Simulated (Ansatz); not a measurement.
Abridged output of a molecular run in Ansatz:

```
Functional definition: HF
950 factors; integrals over basis functions are off by at most 8.1e-4 eV
mean field evaluation 1: about -9353.4426 eV, gradient 4.0e1 eV
mean field evaluation 2: about -9353.4433 eV, gradient 4.0e1 eV
mean field evaluation 4: about -9356.7323 eV, gradient 2.7e0 eV
mean field evaluation 8: about -9356.7700 eV, gradient 1.3e-1 eV
mean field evaluation 16: about -9356.7681 eV, gradient 3.8e-1 eV
mean field -9356.77027989 eV, -343.8549655394 hartree, gradient 3.2e-6 eV, S^2 0.000000; 0 other end points of the search recorded, 0 dependent functions left out
7 core orbitals not correlated: weight in the atoms' cores, before any rotation towards them, 1.000 or more for the frozen orbitals, at most 0.000 for the correlated occupied ones
reference -9356.77027989 eV, -343.8549655394 hartree; 8, 8 occupied and 145, 145 virtual orbitals, 950 factors
second order -11.42938837 eV of doubles, -0.00000000 eV of singles
cycle   1  -11.88319754 eV  change   -4.5e-1 eV  update   8.1e-2
cycle   2  -12.21666741 eV  change   -3.3e-1 eV  update   2.6e-2
cycle   3  -12.29907962 eV  change   -8.2e-2 eV  update   1.4e-2
cycle   4  -12.29079488 eV  change    8.3e-3 eV  update   3.6e-3
cycle   5  -12.29095737 eV  change   -1.6e-4 eV  update   1.7e-3
cycle   6  -12.29133443 eV  change   -3.8e-4 eV  update   5.4e-4
cycle   7  -12.29103611 eV  change    3.0e-4 eV  update   2.4e-4
cycle   8  -12.29103925 eV  change   -3.1e-6 eV  update   1.1e-4
cycle   9  -12.29108755 eV  change   -4.8e-5 eV  update   6.0e-5
cycle  10  -12.29106873 eV  change    1.9e-5 eV  update   3.1e-5
cycle  11  -12.29106744 eV  change    1.3e-6 eV  update   1.4e-5
perturbative correction -0.38434135 eV, -0.0141242841 hartree
Total energy: -9369.44568869 eV, -344.3207782208 hartree
```

Its atoms:

Cartesian coordinates in Å:
```
B 0.274 1.496 0.191
Al -0.450 -0.489 0.004
O 0.698 -1.680 -0.401
H 0.306 2.264 -0.729
H 0.665 1.948 1.231
H -1.968 -0.935 0.213
H 0.475 -2.603 -0.509
```

**Question.** Which basis set was used?
A. def2-QZVPP
B. def2-TZVPP
C. def2-SVP
D. cc-pV(D+d)Z

**Answer.** B. It gives 160 functions.

**Question.** Write the keys of the input that set method, charge and spin (a neutral closed shell needs none for the last two).

**Answer.** 
```yaml
correlation: {method: ccsd_t}
```
